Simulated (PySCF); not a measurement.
Species: CH₂S.
Atom-mapped SMILES: `[CH2:1]=[S:2]` (hydrogens: H3, H4 on C1)

Cartesian coordinates in Å at the PBE0-D3(BJ)/def2-SVP level; atoms count from 1:
```
atom  x, y, z in Å
C1    -0.0591    0.0052   -0.1610
S2     1.1480   -0.4186   -1.1325
H3    -0.2794    1.0569    0.0815
H4    -0.7262   -0.7340    0.3098
```

Level of theory: core-valence-separated Tamm–Dancoff BHandHLYP/aug-pcX-1 (pcseg-1 on H, def2-SVPD on S) in PySCF, non-relativistic, gas phase, PBE0-D3(BJ)/def2-SVP geometry.

Computed carbon K-edge spectrum, Gaussian lines of 0.8 eV full width, highest printed point 100; it ends one width below the last computed root. BHandHLYP without relativity tends to put these K edges a few eV too low, so spacings mean more than positions.

(photon energy (eV), absorption): (280.6, 2), (280.8, 10), (281.0, 29), (281.2, 62), (281.4, 93), (281.6, 100), (281.8, 76), (282.0, 40), (282.2, 15), (282.4, 4), (282.6, 1), (282.8, 0), (283.0, 0), (283.2, 0), (283.4, 0), (283.6, 0), (283.8, 0), (284.0, 0), (284.2, 0), (284.4, 0), (284.6, 0), (284.8, 0), (285.0, 0), (285.2, 0), (285.4, 0), (285.6, 0), (285.8, 0), (286.0, 0), (286.2, 0), (286.4, 0), (286.6, 0), (286.8, 1), (287.0, 3), (287.2, 6), (287.4, 12), (287.6, 22), (287.8, 37), (288.0, 49), (288.2, 49), (288.4, 40), (288.6, 34), (288.8, 41), (289.0, 54), (289.2, 59), (289.4, 50), (289.6, 33), (289.8, 18), (290.0, 9), (290.2, 6)

Q: Assign the maxima to core holes.

A: 3 maxima:
- 281.5 eV: C1 (thiocarbonyl carbon), 281.54 eV, f = 0.073, 1s→π*, 100 % of the height at the exact maximum
- 288.1 eV: C1 (thiocarbonyl carbon), 288.11 eV, f = 0.035, 96 % of the height at the exact maximum
- 289.2 eV: C1 (thiocarbonyl carbon), 289.09 eV, f = 0.031, 71 % of the height at the exact maximum; C1 (thiocarbonyl carbon), 289.46 eV, f = 0.009, 15 % of the height at the exact maximum; C1 (thiocarbonyl carbon), 289.31 eV, f = 0.007, 14 % of the height at the exact maximum

Roots within 0.03 eV on the same or equivalent atoms count as one line; shares under 12 % aren't listed.

Vibrational structure and lifetime widths aren't in the curve. The ionisation threshold wasn't computed; near and above it a finite basis only mimics Rydberg series and continuum.
